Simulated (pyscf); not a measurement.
A first-order saddle from PySCF, ωB97X-D3(BJ)/def2-SVP:

```xyz
8

O     -1.7969    -0.9378    -0.1759
B     -0.8819     0.0574    -0.3568
O     -1.2529     1.3180    -0.7472
H     -2.6254    -0.7344    -0.6243
H      0.0277    -0.0118     0.6787
H     -0.5214     1.8825    -1.0135
F      0.4221    -0.4615    -1.3011
H      0.5397    -0.3360    -0.1455
```
Charge 0, spin multiplicity 1.

Surface: singlet, charge 0. Lowest wavenumbers (cm⁻¹): 1196i, 249, 338, 388, 419.

Q: What reaction is this the transition state of?

A: HO–BH–OH (SMILES OBO) + HF (SMILES F) ⇌ HO–B(OH)–F (SMILES OB(O)F) + H₂ (SMILES [H][H]), a four-centre exchange read from left to right: B–H, F–H broken and B–F, H–H formed. At ωB97M-D3(BJ)/def2-TZVP it lies +26.8 kcal/mol from the left side and +56.2 kcal/mol from the right (each side as separated species at their lowest minima found). On the reactant side the descent ends in a complex, 6.3 kcal/mol under the separated species and 33.8 kcal/mol under the saddle at ωB97X-D3(BJ)/def2-TZVP. The same reactants have a lower exit, to H₂O + HO–BH–F (barrier +17.1 kcal/mol at ωB97M-D3(BJ)/def2-TZVP, against +26.8 kcal/mol here). One saddle was located; it need not be the lowest between these sides.
